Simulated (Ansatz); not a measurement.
# C2H3FO2: a ladder of functionals and wavefunction methods

One table from this session's results is given with a row withheld; the runs are named, their logs left out.

The runs use Ansatz 0.2.0, Gaussian basis; functionals in def2-TZVPP, the program's frozen cores in correlated methods.

The runs, in order: LDA (SPW92), PBE-D4, revPBE-D4, BLYP-D4, r2SCAN-D4, B97M-V, PBE0-D4, B3LYP-D4, r2SCANh-D4, r2SCAN0-D4, HSE06-D4, BHLYP-D4, CAM-B3LYP-D4, LC-ωPBE, ωB97X-V, ωB97M-V, B2PLYP, PBE-QIDH; CCSD(T)/def2-SVP; CCSD(T)/def2-TZVPP; MP2/def2-QZVPP; extrapolation to the limit; RPA on PBE.

## Structure used throughout

All runs share one geometry, relaxed beforehand with PBE0-D4 in a triple-zeta def2 set.

SMILES `O/C=C(\O)F`, 8 atoms, charge 0, spin multiplicity 1.

Atoms are counted from 1 here; the program's logs count them from 0.

Bond lengths: O1–C2 1.383 Å, O1–H6 0.961 Å, C2–C3 1.328 Å, C2–H7 1.081 Å, C3–O4 1.331 Å, C3–F5 1.318 Å, O4–H8 0.967 Å. Angles: C2–O1–H6 109.2°, O1–C2–C3 117.2°, O1–C2–H7 120.0°, C3–C2–H7 122.6°, C2–C3–O4 126.3°, C2–C3–F5 122.5°, O4–C3–F5 111.2°, C3–O4–H8 106.3°.

Set-up of the first run:

Contents of in.yaml:

```yaml
crystal:
  periodic: [false, false, false]
  atoms:
    - {symbol: O, position_ang: [-1.034758, 0.544634, 0.832515]}
    - {symbol: C, position_ang: [0.162063, 0.677403, 0.151806]}
    - {symbol: C, position_ang: [0.679587, -0.421029, -0.385184]}
    - {symbol: O, position_ang: [0.127430, -1.631984, -0.389647]}
    - {symbol: F, position_ang: [1.857245, -0.432192, -0.976281]}
    - {symbol: H, position_ang: [-1.684998, 1.138136, 0.446132]}
    - {symbol: H, position_ang: [0.685439, 1.623722, 0.159144]}
    - {symbol: H, position_ang: [-0.699904, -1.555790, 0.105815]}
basis:
  gaussian: {orbitals: def2-TZVPP}
hamiltonian: {xc: lda}
output: {orbitals: {seedname: orbitals}}
```

Run with:

```
$ ansatz run in.yaml --threads 2 --pin off --events-out ev --progress --plain --max-ram 4352MiB
```

Steps of the session up to this table: LDA; PBE-D4 (GGA); revPBE-D4 (GGA); BLYP-D4 (GGA); r2SCAN-D4 (meta-GGA); B97M-V (meta-GGA); PBE0-D4 (hybrid); B3LYP-D4 (hybrid); r2SCANh-D4 (hybrid); r2SCAN0-D4 (hybrid); HSE06-D4 (hybrid); BHLYP-D4 (hybrid); CAM-B3LYP-D4 (range-separated); LC-ωPBE (range-separated); ωB97X-V (range-separated); ωB97M-V (range-separated); B2PLYP (double hybrid); PBE-QIDH (double hybrid).

One of the session's tables, all rows but one given; the rest of the session is left out.

```
  functional  HOMO (eV)  LUMO (eV)  gap (eV)
 LDA (SPW92)          ?          ?         ?
      PBE-D4      -5.13      -0.28      4.85
   revPBE-D4      -5.05      -0.21      4.84
     BLYP-D4      -5.04      -0.35      4.69
   r2SCAN-D4      -5.35       0.45      5.80
      B97M-V      -5.41       0.04      5.45
     PBE0-D4      -6.44       0.62      7.06
    B3LYP-D4      -6.25       0.21      6.46
  r2SCANh-D4      -5.85       0.72      6.56
  r2SCAN0-D4      -6.59       1.10      7.69
    HSE06-D4      -6.03       0.25      6.28
    BHLYP-D4      -7.66       1.23      8.89
CAM-B3LYP-D4      -7.86       1.36      9.22
     LC-ωPBE      -9.18       2.77     11.94
     ωB97X-V      -8.80       2.57     11.37
     ωB97M-V      -8.71       2.09     10.80
```

**Question.** Estimate the row for LDA (SPW92).

The run gave: HOMO (eV): -5.33; LUMO (eV): -0.43; gap (eV): 4.90. In the column «HOMO (eV)» it lies between r2SCAN-D4 (-5.35) and PBE-D4 (-5.13).
